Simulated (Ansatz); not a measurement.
```yaml
crystal:
  periodic: [false, false, false]
  atoms:
    - {symbol: Ga, position_ang: [-2.269200, -0.116667, 0.000000]}
    - {symbol: Ga, position_ang: [0.000000, 0.233333, 0.000000]}
    - {symbol: Ga, position_ang: [2.269200, -0.116667, 0.000000]}
basis:
  gaussian: {orbitals: def2-TZVP}
magnetization: {spin_polarized: true, initial_magnetization: 3}
hamiltonian: {xc: pbe0}
relax: {f_tol: 0.004, max_steps: 80}
```

```sh
$ ansatz run in.yaml --threads 1 --pin off --events-out ev --progress --plain --max-ram 2176MiB
```

Steps of the relaxation (energy above the last step; positions in Å, forces in eV/Å):

```
3
step 1, 682.6 meV
Ga   -2.269   -0.117    0.000   -1.864   -0.306    0.000
Ga    0.000    0.233    0.000    0.000    0.613    0.000
Ga    2.269   -0.117    0.000    1.864   -0.306    0.000
```

```
3
step 2, 352.1 meV
Ga   -2.405   -0.129    0.000   -0.568   -0.106    0.000
Ga    0.000    0.258    0.000    0.000    0.212    0.000
Ga    2.405   -0.129    0.000    0.568   -0.106    0.000
```

```
3
step 3, 288.5 meV
Ga   -2.444   -0.229    0.000    0.042   -0.018    0.000
Ga    0.000    0.458    0.000    0.000    0.037    0.000
Ga    2.444   -0.229    0.000   -0.042   -0.018    0.000
```

```
3
step 11, 0.0 meV
Ga   -1.536   -0.685    0.000    0.000    0.000    0.000
Ga    0.000    1.370    0.000    0.000    0.000    0.000
Ga    1.536   -0.685    0.000    0.000    0.000    0.000
```

Close pairs at the end: Ga1–Ga2 2.566 Å, Ga2–Ga3 2.566 Å, Ga1–Ga3 3.073 Å.

A stationary point of unrestricted PBE0 after 11 steps, with ⟨S²⟩ = 3.756 against 3.75 for a pure state; no frequencies were run, so it isn't proven a minimum. 3.8 min on 1 thread of Arm Neoverse V1, shared host.
